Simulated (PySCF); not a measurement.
H₄Si, SMILES [SiH4] (connectivity only; charge and spin as stated), charge +1, multiplicity 2. Atoms are numbered in the order given.

```xyz
5

Si     0.0000     0.0000     0.0000
H     -1.5359     0.0000     0.0000
H      0.0000    -1.5359     0.0000
H      0.0000     1.5359     0.0000
H      1.5359     0.0000     0.0000
```
Charge +1, spin multiplicity 2.

Geometry optimised at r2SCAN-D4/def2-TZVPD. A frequency run showed that this geometry is not a minimum. The spin state was assumed, not searched. The isomer is the one that the SMILES or the coordinates give; other isomers of the formula were not compared.

Calculation: TDA-M06-2X/def2-TZVPD (PySCF).

Vertical excitations; the highest root listed may be one member of a degenerate set. Gas-phase values at a fixed geometry.

Problem. List the lowest excited states. (Estimate from the structure and the level; the computed values follow.)

Solution. 
```
state    energy (eV)  λ (nm)      f                                                        main pairs
-------  -----------  ------  -----  ----------------------------------------------------------------
root 1          2.20     564  0.000                                                  α HOMO→LUMO 99 %
root 2          4.46     278  0.000                   β HOMO→LUMO+1, β HOMO−1→LUMO+1 (degenerate set)
root 3          4.46     278  0.000                   β HOMO−1→LUMO+1, β HOMO→LUMO+1 (degenerate set)
root 4          4.60     269  0.126                                      β HOMO→LUMO (degenerate set)
root 5          4.60     269  0.126                                    β HOMO−1→LUMO (degenerate set)
root 6          6.03     206  0.000                             α HOMO→LUMO+1 92 %, β HOMO−2→LUMO 5 %
root 7          6.22     199  0.000                     α HOMO−1→LUMO, α HOMO−2→LUMO (degenerate set)
root 8          6.22     199  0.000                     α HOMO−2→LUMO, α HOMO−1→LUMO (degenerate set)
root 9          8.60     144  0.010  α HOMO−2→LUMO+1, β HOMO−1→LUMO+2, β HOMO→LUMO+2 (degenerate set)
root 10         8.60     144  0.010  α HOMO−1→LUMO+1, β HOMO→LUMO+2, β HOMO−1→LUMO+2 (degenerate set)
```
Unrestricted roots are not spin-pure.
